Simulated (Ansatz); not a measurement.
A plane-wave DFT run in Ansatz 0.2.0 (scalar-relativistic PAW potentials unless the input names others): input and command.

```yaml
crystal:
  lattice:
    - [3.7602583582, 0.0, 0.0]
    - [0.0, 3.7602583582, 0.0]
    - [0.0, 0.0, 3.7602583582]
  atoms:
    - { symbol: Os, position: [0.0, 0.5, 0.5] }
    - { symbol: Os, position: [0.5, 0.0, 0.5] }
    - { symbol: Os, position: [0.5, 0.5, 0.0] }
    - { symbol: C, position: [0.0, 0.0, 0.0] }
basis:
  ecutwfc: 420
kpoints:
  mp_grid: { grid: [12, 12, 12] }
hamiltonian:
  xc: pbe
  hubbard: { sites: [{ species: Os, l: d, u_eff: -5.0 }] }
scf:
  occupations: { method: gaussian, width: 0.1 }
  max_iter: 60
output:
  forces: true
  eigenvalues: true
  stress: true
```

```bash
ansatz run input.yaml --threads 1 --pin off --max-ram 2560MiB --backend cpu --events-out ev --progress --plain --runs-dir out
```

Abridged log:
```
Os: projections on atomic orbitals take those of the free atom [Kr 4d10 4f14] 5s2 5p6 5d6 6s2, of charge +0.00 (hamiltonian.pseudopotentials.projection_atoms); the dataset's partial waves leave at most 7.8e-5 of an orbital's norm unspanned inside its sphere
C: projections on atomic orbitals take those of the free atom [He] 2s2 2p2, of charge +0.00 (hamiltonian.pseudopotentials.projection_atoms); the dataset's partial waves leave at most 3.7e-9 of an orbital's norm unspanned inside its sphere
Pseudopotentials: kind: paw
Pseudopotential: Os, paw, valence charge 16, recommended cutoff 420 eV (normal)
Pseudopotential: C, paw, valence charge 4, recommended cutoff 420 eV (normal)
Functional definition: PBE
Crystal: 4 atoms, lattice volume = 53.168 Å³
Basis set: ecut = 420 eV, 1021 PW (Γ), exchange–correlation on 54×54×54 points (8 copies of the dense FFT grid, shifted against one another)
Bands: 32, of which v1, the nominal top of the filled ones, is band 26 counted from 1 (25 counted from 0)
Symmetry: 48 space group operations
Space group: Pm-3m (ITA 221), of the structure as read, at distance tolerance 3.8e-5 Å
k-points: 84 of 1728
Initial density: superposition of atomic densities (chi_scale 0.1, normalization cell, long waves of neutral atoms under a Hubbard term (reshape's long-wave potential 0.00 eV rms, cloud 2.20 Å wide))
Initial wavefunctions: pseudopotential atomic-orbital guess
Functional: x = pbe(κ = 0.804, μ = 0.21951497), c = pbe(β = 0.06672455)
SCF iter   1: F=—  HF=-34414.040997 eV  |F-HF|=—  |Δ(HF+E_count)|=         —  Δρ=4.43e-2  dr2=9.65e-1  ethr=1.84e-3  ⟨swp⟩=1.0  Hψ=12302  notcnv=0
SCF iter   2: F=—  HF=-34413.455197 eV  |F-HF|=—  |Δ(HF+E_count)|=   5.86e-1  Δρ=2.35e-2  dr2=2.54e-1  ethr=1.84e-3  ⟨swp⟩=2.8  Hψ=3981  notcnv=0
SCF iter   3: F=—  HF=-34413.296596 eV  |F-HF|=—  |Δ(HF+E_count)|=   1.59e-1  Δρ=1.12e-2  dr2=4.87e-2  ethr=4.88e-4  ⟨swp⟩=2.0  Hψ=4710  notcnv=0  defer=34
SCF iter   4: F=—  HF=-34413.274819 eV  |F-HF|=—  |Δ(HF+E_count)|=   2.18e-2  Δρ=2.96e-3  dr2=3.84e-3  ethr=9.37e-5  ⟨swp⟩=2.2  Hψ=3567  notcnv=0  defer=34
SCF iter   5: F=—  HF=-34413.273934 eV  |F-HF|=—  |Δ(HF+E_count)|=   8.85e-4  Δρ=9.12e-4  dr2=6.09e-4  ethr=7.38e-6  ⟨swp⟩=2.5  Hψ=3743  notcnv=0  defer=34
SCF iter   6: F=—  HF=-34413.273744 eV  |F-HF|=—  |Δ(HF+E_count)|=   1.90e-4  Δρ=2.79e-4  dr2=6.47e-5  ethr=1.17e-6  ⟨swp⟩=2.0  Hψ=3669  notcnv=0  defer=34
SCF iter   7: F=—  HF=-34413.273735 eV  |F-HF|=—  |Δ(HF+E_count)|=   8.64e-6  Δρ=1.25e-4  dr2=5.37e-6  ethr=1.24e-7  ⟨swp⟩=2.1  Hψ=3612  notcnv=0  defer=34
SCF iter   8: F=—  HF=-34413.273733 eV  |F-HF|=—  |Δ(HF+E_count)|=   1.94e-6  Δρ=3.01e-5  dr2=4.32e-7  ethr=1.03e-8  ⟨swp⟩=2.0  Hψ=3528  notcnv=0  defer=34
SCF iter   9: F=-34413.273733 eV  HF=-34413.273733 eV  |F-HF|=1.13e-8  |Δ(HF+E_count)|=   2.69e-8  Δρ=1.04e-5  dr2=2.44e-8  ethr=1.92e-10  ⟨swp⟩=5.7  Hψ=8993  notcnv=0
SCF 1 converged in 9 iterations: F = -34413.273733 eV  dr2 = 2.44e-8
SCF converged after 9 iterations
Free energy (F): -34413.273733 eV
Harris-Foulkes:  -34413.273733 eV  (|F-HF|=1.13e-8)
Internal energy: -34413.246743 eV  (E = F + TS)
E sigma→0 (E₀):  -34413.260238 eV
Entropy (-TS):   -0.026990 eV (-6.748 meV/atom)
Fermi energy:    22.231384 eV
--- Forces (eV/Å), atoms counted from 1 ---
  atom   1  Os     0.00000000     0.00000000     0.00000000
  atom   2  Os     0.00000000     0.00000000     0.00000000
  atom   3  Os     0.00000000     0.00000000     0.00000000
  atom   4  C      0.00000000     0.00000000     0.00000000
--- Stress (GPa, compression-positive) ---
        3.680496       0.000000       0.000000
        0.000000       3.680496       0.000000
        0.000000       0.000000       3.680496
  P = ⅓ Tr σ = 3.6805 GPa (36.805 kbar)
Occupation matrices written to <dir>
```

Q: What is wrong with this input?

A: The fault is an enormous or negative U (hamiltonian.hubbard: not typed → {"sites": [{"species": "Os", "l": "d", "u_eff": -5.0}]}, the first being the value of the sound run). Setting it back cures it. The run converged all the same, with an energy at zero smearing 4.1 eV/atom below the reference's (the Hamiltonian itself differs), pressure 3.68 GPa, largest force 0.000 eV/Å, no gap on the mesh, so convergence alone doesn't show that an input is right. A reference run on usual settings, whose relaxation ended at this geometry, converged, and the end of its own relaxation has pressure -0.03 GPa, largest force 0.000 eV/Å, no gap on the mesh.

It took 12 s on 1 thread of Arm Neoverse V2, on a shared host, peak memory 0.46 GiB.